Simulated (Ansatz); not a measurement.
A displaced shape of doublet OH:

```xyz
2

O    -0.0102    0.0026   -0.1574
H     0.0143   -0.0464    0.8561
```

It was optimised with PBE0/def2-SVP in Ansatz (development build ahead of 0.2.0) to forces under 0.001 eV/Å, with unrestricted orbitals. Each step stands on the lowest determinant of that kind that the program's search found.

What shape does it relax to, and how does the optimisation go?

```yaml
atoms:
  - { symbol: O, position_ang: [-0.0098, 0.0017, -0.1382] }
  - { symbol: H, position_ang: [0.0138, -0.0455, 0.8369] }
```

Bond lengths: O1–H2 0.976 Å.

| step | E − E(start) (eV) | largest force (eV/Å) |
| --- | --- | --- |
| 1 | 0.0000 | 1.6568 |
| 2 | -0.0309 | 0.4777 |
| 3 | -0.0333 | 0.0478 |
| 4 | -0.0333 | 0.0009 |

The optimisation ended after 4 steps with its threshold met.
